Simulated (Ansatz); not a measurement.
# Crystal structures of chromium under LDA

Computed with DFT, LDA (PW92), plane waves (420 eV) with PAW, scalar-relativistic (Ansatz). (PAW data from PBE, frozen cores regenerated.)

Each structure is relaxed within its own symmetry, so a high-lying one may be dynamically unstable.

Problem. Rank these structures of chromium by energy per atom, lowest first.
A. bcc
B. hcp
C. A15
D. simple cubic
E. diamond
F. omega (AlB2-type)
G. dhcp

Solution. A (0 meV/atom), C (66 meV/atom), F (348 meV/atom), G (414 meV/atom), B (424 meV/atom), D (1046 meV/atom), E (2208 meV/atom).

```tsv
structure	ΔE (meV/atom)	V (Å³/atom)	cell	magnetic state
bcc	0	10.84	a = 2.789 Å	non-magnetic
A15	66	10.99	a = 4.447 Å	non-magnetic
omega (AlB2-type)	348	11.10	a = 4.152 Å, c = 2.230 Å (c/a = 0.537)	spin not included
dhcp	414	11.14	a = 2.444 Å, c = 8.614 Å (c/a = 3.524)	non-magnetic
hcp	424	11.17	a = 2.436 Å, c = 4.345 Å (c/a = 1.784)	spin not included
simple cubic	1046	11.89	a = 2.282 Å	spin not included
diamond	2208	15.73	a = 5.011 Å	antiferromagnetic, largest moment 1.45 μB in the atomic sphere
```

ΔE counts from bcc.

Differences under about 8 meV lie within the error of the k-point mesh.
